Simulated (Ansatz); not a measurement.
Species: CH₃NO, charge 1, doublet. CH3NO+ (parent SMILES NC=O, doublet).
B3LYP-D3(BJ)/def2-TZVP minimum from Ansatz (an electronic-structure program):
```
C
O 1 1.2622
N 1 1.2939 2 126.22
H 3 1.0137 1 119.95 2 -180.00
H 3 1.0160 4 118.16 1 180.00
H 1 1.1036 2 112.71 3 -180.00
```
Charge +1, spin multiplicity 2.

Total energies in cc-pVDZ, 17 correlated electrons, 3 frozen orbitals. Radicals and triplets start from unrestricted determinants; spin-orbit coupling is neglected. Correlated methods leave the cores frozen. No relativity. The spin of CH3NO+ (parent SMILES NC=O, doublet) was assumed, and the state is the lowest solution found for it.

| method | program | energy (Eh) | minus CCSDT(Q) (mEh) |
|---|---|---|---|
| HF | Ansatz | -168.64217 | 472.86 |
| MP2 | Ansatz | -169.06728 | 47.75 |
| CCSD | Ansatz | -169.09934 | 15.69 |
| CCSD(T) | Ansatz | -169.11290 | 2.13 |
| CCSDT(Q) | Ansatz | -169.11503 | 0.00 |

Rough core times of Ansatz's runs on a shared machine: CCSD(T) under 20 s, CCSDT(Q) 5 min.
